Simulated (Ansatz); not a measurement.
C2H3F2N can be A, `N=CC(F)F`, or B, `F/C=N\CF`.

Computed with Ansatz on PBE0-D4/def2-TZVP structures; ΔE is electronic, products minus reactants. CBS: MP2 limit from def2 TZ/QZ plus the TZ coupled-cluster correction, frozen cores. DFT in def2-TZVPP. B3LYP here is the variant with VWN-RPA as its local correlation; programs differ in this. Each species was taken in one conformer, which may not be the lowest.

A:

Z-matrix (Å, degrees):
```
C
C 1 1.501
F 1 1.357 2 109.3
F 1 1.357 2 109.3 3 -117.0
H 1 1.092 2 112.2 3 121.5
N 2 1.258 1 119.1 3 -121.4
H 2 1.096 1 114.9 3 58.6
H 6 1.020 2 111.4 1 180.0
```

B:

```xyz
8

F     0.4757    1.5716    1.0612
C    -0.0926    1.3206   -0.1209
N    -0.3060    0.2056   -0.6186
C    -0.0123   -1.0634   -0.0813
F     0.5911   -1.0760    1.1586
H    -0.3611    2.2457   -0.6243
H     0.6546   -1.5816   -0.7775
H    -0.9494   -1.6226    0.0027
```

(1) Which is lower in electronic energy at CCSD(T)/CBS, and by how much? (Best estimate.)

(2) Give E(B) − E(A) in kcal/mol with CCSD(T)/def2-SVP, r2SCAN-D4, MP2/def2-TZVPP, B3LYP-D4, B3LYP, B2PLYP, ωB97M-V. (Estimate.)

(3) Does the order hold for the free energy at 298.15 K (harmonic terms from PBE0-D4)? (Best estimate.)

Largest T1 diagnostic: 0.013.

Answers

(1) The calculation gave: A, by 3.8 kcal/mol.

(2) The calculation gave: CCSD(T)/def2-SVP 3.2, r2SCAN-D4 0.5, MP2/def2-TZVPP 2.8, B3LYP-D4 1.0, B3LYP 1.1, B2PLYP 1.9, ωB97M-V 2.8. None reverses the order clearly.

(3) The calculation gave: Yes: G(B) − G(A) = +3.8 kcal/mol, for one conformer each.

From PBE to PBE0 (25 % exact exchange), in def2-TZVPP and without D4, E(B) − E(A) moves by +1.3 kcal/mol. Leaving LDA and LC-ωPBE aside and taking each functional with its dispersion term where it has one, the values, not all of them listed here, spread over 3.0 kcal/mol, from PBE-D4 to ωB97M-V. LDA lies −1.2 kcal/mol from PBE without D4.
